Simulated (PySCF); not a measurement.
Thioxoethenylidene, C₂S (triplet state).
Z-matrix (Å and degrees, PBE0-D3(BJ)/def2-SVP geometry), rows numbered from 1:
```
C 
C   1  1.3194
S   2  1.5679  1  179.91
```

Identity: thioxoethenylidene (`C(=[C])=S`) [triplet].

Method used: PySCF, UKS B3LYP, IGLO-III on C S, non-relativistic, mean-field spin-orbit, GIAO. Geometry: PBE0-D3(BJ)/def2-SVP; no solvent, vibrations or thermal averaging.

Question: What is the g tensor, term by term?

Answer: 
```csv
Δg (ppm),1,2,3
relativistic mass correction,-184,-184,-184
gauge correction,43,15,15
orbital Zeeman/spin–orbit,0,1726,1726
total,-141,1557,1557
```

So g = 2.00218, 2.00388, 2.00388 and g_iso = 2.00331; the tensor is axial. Axes: g1 lies along the molecular axis. With S = 1 there is also a zero-field splitting, D = +4.54 cm⁻¹, to set against the quantum of 0.317 cm⁻¹ at 9.5 GHz.

Question: What effective moment and Curie constant follow for a powder at temperatures where kT is far above the zero-field splitting?

Answer: With the mean of g² = 4.0133 and S(S+1) = 2.00: μ_eff = √(⟨g²⟩S(S+1)) = 2.833 μB and χT = 0.12505·⟨g²⟩·S(S+1) = 1.004 cm³ K/mol (cgs; spin-Hamiltonian part alone).

Question: At 9.446 GHz, how far is the centre of the isotropic spectrum from where a free electron (g = 2.002319) resonates, zero-field splitting left aside?

Answer: B = hν/(g μB) with μB/h = 13.99624 MHz/mT gives 337.06 mT for the free electron and 336.89 mT at g_iso, 0.17 mT lower.

The Mulliken spin populations are largest on C1 (+0.95), S3 (+0.94) and C2 (+0.11).

The HOMO–LUMO gaps are 7.20 eV among the α and 3.36 eV among the β orbitals.
